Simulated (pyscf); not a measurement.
Four-centre exchange: Cl–GeH: [singlet] + HCl -> Cl–GeH: [singlet] + HCl

Gas phase, singlet surface, charge 0. Bonds broken: Ge1–Cl2, Cl4–H5. Bonds formed: Ge1–Cl4, Cl2–H5. Single points on ωB97X-D3(BJ)/def2-SVP structures (PySCF, gas phase). Correlated levels are frozen-core, on RHF or UHF. ΔMP2 is the change of the MP2 total energy from the triple- to the quadruple-zeta basis.

Transition state (Å):

```xyz
5

Ge    -0.3900     1.2779     0.0756
Cl     0.5530     0.2924    -1.9709
H      0.6172     0.4119     0.9439
Cl    -1.7439    -0.7347    -0.3324
H     -0.6259    -0.5472    -1.3988
```

One imaginary mode, 637i cm⁻¹; descent along it reached the two sides named, in the forms told below.

```json
[
 {"bond": "Ge1–Cl2", "change": "breaks", "reactant side (Å)": "2.239", "saddle": "2.459", "product side": "2.9"},
 {"bond": "Cl4–H5", "change": "breaks", "reactant side (Å)": "1.294", "saddle": "1.556", "product side": "2.499"},
 {"bond": "Ge1–Cl4", "change": "forms", "reactant side (Å)": "2.9", "saddle": "2.460", "product side": "2.238"},
 {"bond": "Cl2–H5", "change": "forms", "reactant side (Å)": "2.494", "saddle": "1.556", "product side": "1.294"}
]
```

Electronic energies relative to the separated reactants (kcal/mol):

```
level                             barrier  reaction energy  reverse barrier
--------------------------------  -------  ---------------  ---------------
ωB97X-D3(BJ)/def2-TZVP               -1.0              0.0             -1.0
PBE/def2-TZVP                        -5.6              0.0             -5.6
r²SCAN/def2-TZVP                     -4.7              0.0             -4.7
B3LYP-D3(BJ)/def2-TZVP               -1.6              0.0             -1.6
PBE0-D3(BJ)/def2-TZVP                -3.8              0.0             -3.8
M06-2X/def2-TZVP                      0.2              0.0              0.2
ωB97M-D3(BJ)/def2-TZVP                1.2              0.0              1.2
HF/def2-TZVP                         17.3              0.0             17.3
MP2/def2-QZVPP                       -0.9              0.0             -0.9
CCSD/def2-TZVPP                       6.1              0.0              6.1
CCSD(T)/def2-TZVPP                    3.2              0.0              3.2
CCSD(T)/def2-TZVPP + ΔMP2(QZVPP)      2.3              0.0              2.3
```

With CCSD(T)/def2-TZVPP + ΔMP2(QZVPP) energies and thermal terms (ideal gas, 1 atm, RRHO with modes under 100 cm⁻¹ raised to 100, one conformer, R ln 2 for chiral ones without a mode under 150 cm⁻¹), in kcal/mol:

```tsv
T (K)	ΔH‡	ΔG‡	ΔH	ΔG
298	0.9	11.3	0.0	0.0
600	1.0	21.8	0.0	0.0
900	1.4	32.0	0.0	0.0
1200	2.0	42.2	0.0	0.0
```

On the reactant side the descent ends in a bound adduct, 8.1 kcal/mol under the separated species and 7.1 kcal/mol under the saddle at ωB97X-D3(BJ)/def2-TZVP. On the product side the descent ends in a bound adduct, 8.1 kcal/mol under the separated species and 7.1 kcal/mol under the saddle at ωB97X-D3(BJ)/def2-TZVP. At ωB97X-D3(BJ), PBE, r²SCAN, B3LYP-D3(BJ), PBE0-D3(BJ), MP2 the saddle lies under the separated reactants, which points to a path from their complex (located at ωB97X-D3(BJ) alone). At ωB97X-D3(BJ), PBE, r²SCAN, B3LYP-D3(BJ), PBE0-D3(BJ), MP2 the saddle lies under the separated products, which points to a path from their complex (located at ωB97X-D3(BJ) alone). This is the saddle that the search found; another between the same sides may lie lower. The CCSD(T) − MP2 part came from Ansatz, without density fitting, on the same reference. The frozen core leaves the outer d or s,p core shells of the metals and heavy elements correlated in the MP2 and CC values, and def2-TZVPP describes them poorly, which can shift differences by a few kcal/mol. Elements up to Kr have no core potential and no relativistic terms here.
